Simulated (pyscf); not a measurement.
H₂B–OH + hydrogen chloride (HCl) → HO–BH–Cl + hydrogen (H₂) (four-centre exchange; singlet surface; B–H, Cl–H broken, B–Cl, H–H formed). Structures and frequencies: ωB97X-D3(BJ)/def2-SVP in PySCF. Energies in kcal/mol from the separated reactants.

```tsv
level	barrier	reaction energy
ωB97X-D3(BJ)/def2-TZVP	21.5	-20.0
PBE/def2-TZVP	13.1	-20.5
r²SCAN/def2-TZVP	14.6	-21.6
B3LYP-D3(BJ)/def2-TZVP	___	-19.6
PBE0-D3(BJ)/def2-TZVP	15.8	-20.1
ωB97M-D3(BJ)/def2-TZVP	___	___
```

Problem. What belongs in the gaps?

Solution. 
- B3LYP-D3(BJ)/def2-TZVP, barrier: 20.2
- ωB97M-D3(BJ)/def2-TZVP, barrier: 21.4
- ωB97M-D3(BJ)/def2-TZVP, reaction energy: -19.3

The functionals in the table span 8.4 kcal/mol in this barrier, from PBE to ωB97X-D3(BJ)/def2-TZVP. One saddle was located; it need not be the lowest between these sides.
